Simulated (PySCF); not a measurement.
# Magnetic susceptibility: `O=[S@]1CCCN1`, C3H7NOS

Molfile (atoms numbered from 1):
```
C3H7NOS
     RDKit          3D

 13 13  0  0  0  0  0  0  0  0999 V2000
   -0.0044    2.2094    1.3350 O   0  0  0  0  0  0  0  0  0  0  0  0
    0.1462    1.7414   -0.0290 S   0  0  0  0  0  4  0  0  0  0  0  0
    1.2507    0.2218    0.1220 C   0  0  0  0  0  0  0  0  0  0  0  0
    0.3924   -0.9743   -0.2493 C   0  0  0  0  0  0  0  0  0  0  0  0
   -1.0394   -0.5567    0.1053 C   0  0  0  0  0  0  0  0  0  0  0  0
   -1.2376    0.7845   -0.4000 N   0  0  0  0  0  0  0  0  0  0  0  0
    1.5671    0.2030    1.1621 H   0  0  0  0  0  0  0  0  0  0  0  0
    2.1123    0.3566   -0.5264 H   0  0  0  0  0  0  0  0  0  0  0  0
    0.6909   -1.8730    0.2897 H   0  0  0  0  0  0  0  0  0  0  0  0
    0.4582   -1.1745   -1.3217 H   0  0  0  0  0  0  0  0  0  0  0  0
   -1.1540   -0.5045    1.1917 H   0  0  0  0  0  0  0  0  0  0  0  0
   -1.7914   -1.2365   -0.2976 H   0  0  0  0  0  0  0  0  0  0  0  0
   -1.3954    0.8033   -1.3996 H   0  0  0  0  0  0  0  0  0  0  0  0
  1  2  2  0
  2  3  1  0
  3  4  1  0
  4  5  1  0
  5  6  1  0
  2  6  1  1
  3  7  1  0
  3  8  1  0
  4  9  1  0
  4 10  1  0
  5 11  1  0
  5 12  1  0
  6 13  1  0
M  END
```

Theory: GIAO KT3/pcSseg-1 magnetisability, rotational g tensor and spin-rotation constants, non-relativistic, gas phase in PySCF 2.14.0. Geometry: GFN2-xTB.

(1) What are the magnetisability and the molar susceptibility?

(2) Split it along the inertial axes a, b, c into diamagnetic and paramagnetic parts about the centre of mass, with the quadrupole moment.

(3) And the rotational g tensor?

## Answers

(1) Isotropic -993 × 10⁻³⁰ J/T², or -59.8 × 10⁻⁶ cm³/mol; principal values -1100, -966, -915 × 10⁻³⁰ J/T², anisotropy 165 × 10⁻³⁰ J/T² (root of half the summed squared differences of the principal values). The susceptibility is in cgs units.

(2) 
| axis | χ (10⁻⁶ cm³/mol) | diamagnetic (10⁻⁶ cm³/mol) | paramagnetic (10⁻⁶ cm³/mol) | summed x² of all electrons (Å²) | quadrupole Θ (D Å) |
| --- | --- | --- | --- | --- | --- |
| a | -59.9 | -325.1 | 265.2 | 94.0 | -3.71 |
| b | -56.0 | -507.4 | 451.5 | 51.0 | +1.52 |
| c | -63.6 | -615.2 | 551.6 | 25.6 | +2.19 |

Anisotropies 2χaa − χbb − χcc = -0.3 and 2χbb − χaa − χcc = +11.6 × 10⁻⁶ cm³/mol. Θ is traceless in Buckingham's convention.

(3) 
| axis | rotational constant (GHz) | g | nuclear part | electronic part |
| --- | --- | --- | --- | --- |
| a | 5.2227 | -0.0369 | 0.6137 | -0.6506 |
| b | 2.8358 | -0.0294 | 0.5720 | -0.6015 |
| c | 2.2810 | -0.0160 | 0.5752 | -0.5911 |

Asymmetric top; isotopes 12C, 1H, 14N, 16O, 32S; no vibrational averaging.
